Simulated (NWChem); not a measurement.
## Extrapolating the UMP2 correlation energy of HS

```xyz
2

S      0.0000     0.0000     0.0796
H      0.0000     0.0000    -1.2741
```
Charge 0, spin multiplicity 2.

The numbers come from NWChem runs, not from measurements. Structure: optimised with UPBE0/def2-SVP, a minimum by its harmonic frequencies.

The correlated methods keep 5 core orbitals frozen. The structure started from a generated list of species. The unpaired electrons of the parent sit in orbitals of symmetry b1 (C2v labels of the run); other states weren't searched. The stability of the SCF solutions was not checked. Open-shell Hartree-Fock references start from PBE0 orbitals.

Worked example. The UMP2 correlation energy is -151.38 mHa in cc-pVTZ and -164.69 mHa in cc-pVQZ. The form E(X) = E∞ + A/X³ turns the pair into an estimate of the basis-set limit.

E∞ = (4³·(-164.69) − 3³·(-151.38))/(4³ − 3³) = -174.4 mHa. The larger basis holds 94 % of that. This is a two-point estimate.
